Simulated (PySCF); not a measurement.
# `[CH2-]C#N` ([C2H2N]-): adiabatic energies of losing or gaining an electron at several levels

All levels share the PBE0-D3(BJ)/ma-def2-SVP structures and the PBE0-D3(BJ)/ma-def2-SVP thermal terms; only the single-point energies (PySCF) change. Values are adiabatic energies of losing or gaining an electron (0 K, eV).

| level | detachment energy to the radical | time |
| --- | --- | --- |
| HF/ma-def2-TZVP | 0.06 | 2.3 s |
| CCSD(T)/ma-def2-TZVP | 1.40 | 11 min |
| CAM-B3LYP-D3(BJ)/ma-def2-TZVP | 1.55 | – |
| MP2/ma-def2-TZVP | 1.95 | 14 s |

Times are wall times for all single points of a level on 1 thread of Arm Neoverse V1, a shared host; the dash marks the run that also made the structures.

Hartree-Fock leaves out electron correlation, so its ionisation energies and electron affinities from energy differences come out too low, often by 1 eV or more.

At HF/ma-def2-TZVP a relaxed species lies above the same state at the other structure, so the structures fit that level poorly.

The spread: 1.89 eV, from 0.06 to 1.95.
